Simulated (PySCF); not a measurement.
Molecular orbitals of SiN⁻

BHandHLYP at R = 1.594 Å; basis Si aug-pcseg-1, N aug-pcseg-1; no relativity; PySCF 2.14. State: ¹Σ⁺ (singlet), closed shell. Only the outer orbitals are listed, counted within each symmetry.

| orbital | occ. | ε (eV) | on Si (%) | main shells (%) |
| --- | --- | --- | --- | --- |
| 5σ | 2 | -16.65 | 19 | 78 N s, 12 Si s |
| 6σ | 2 | -5.84 | 65 | 59 Si s, 22 N p, 12 N s |
| 7σ | 2 | -2.25 | 51 | 43 N p, 30 Si p, 20 Si s |
| 2π | 2 | -1.98 | 33 | 66 N p, 31 Si p |
| 2π | 2 | -1.98 | 33 | 66 N p, 31 Si p |
| 8σ | 0 | 3.69 | 103 | 72 Si p, 31 Si s, 11 N s |

Problem. Which are the highest filled and the lowest empty level, where do they sit, and how wide is the gap?

Solution. Highest filled 2π at -1.98 eV (in %: 66 N p, 31 Si p); lowest empty 8σ at 3.69 eV (in %: 72 Si p, 31 Si s, 11 N s); the gap at BHandHLYP is 5.67 eV. An empty level above zero is unbound, and its energy depends on the basis.

```json
{
 "bond order (Mayer)": "2.57",
 "⟨S²⟩": "0.000",
 "charge on Si (Mulliken, basis-dependent)": "0.01",
 "charge on Si (Löwdin, basis-dependent)": "0.20",
 "dipole moment (positive dipole points towards N; it is taken about the centre of mass and depends on that origin)": "-3.04 D"
}
```

Shares are Mulliken populations and can fall outside 0 to 100 %.
